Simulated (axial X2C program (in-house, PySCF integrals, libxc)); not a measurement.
## MgCl: from Re and ωe to a spectrum

A bond curve at the CCSD(T) level, two-component, was computed with an axial X2C code built on PySCF integrals (basis Cl dyall-av3z [9s8p3d2f], Mg dyall-cv3z [9s8p6d3f] (cores contracted in-house)) for the state Ω = 1/2 (⟨Sz⟩ = 0.50, ⟨Lz⟩ = 0.00 at HF). Its fit gives Re = 2.2179 Å, ωe = 456.9 cm⁻¹, ωexe = 1.96 cm⁻¹ and αe = 1.567e-03 cm⁻¹; the masses are 34.9689 and 23.9850 u. Two-component means X2C with spin–orbit coupling and atomic mean-field Coulomb and Gaunt terms.

Correlated methods: 9 electrons correlated (number of frozen shells: Cl 2 s, 1 p; Mg 2 s, 1 p), 241 virtual spin orbitals or spinors in MP2, 90 natural virtuals in coupled cluster.

Question: Find the reduced mass, Be and the force constant.

Answer: From the CCSD(T) values: μ = 14.2269 u. Be = 16.8576/(μ Re²) = 0.2409 cm⁻¹. k = 5.8918×10⁻⁷ μ ωe² = 1.75 mdyn/Å.

Question: Estimate the centrifugal constant by the Kratzer relation.

Answer: D = 4Be³/ωe² = 2.68e-07 cm⁻¹.

Question: A Morse curve ties αe to the other constants (Pekeris). How well does that hold?

Answer: αe(Morse) = 6Be²/ωe × (√(ωexe/Be) − 1) = 1.412e-03 cm⁻¹; the CCSD(T) curve gives 1.567e-03 cm⁻¹, a ratio of 0.90.

Question: Where do the fundamental and the first overtone lie?

Answer: ν(1←0) = ωe − 2ωexe = 453.0 cm⁻¹; ν(2←0) = 2ωe − 6ωexe = 902.0 cm⁻¹.

Question: Estimate De from a Morse curve and compare with the computed well depth of 3.207 eV to Cl + Mg.

Answer: De(Morse) = ωe²/(4ωexe) = 3.301 eV against 3.207 eV computed, a ratio of 1.03. For De the Morse form works well here.

One determinant describes the state; a PBE0 search over occupations chose it and may have missed a lower one. De is counted from the lowest determinant-based energies of the atoms at the same level, without counterpoise correction. Coupled cluster ran in a truncated set of natural virtual spinors; the MP2 energy of the rest was added. (T) has no such correction and the atoms are truncated less, which lowers De at CCSD(T) by a hundredth of an eV or more.
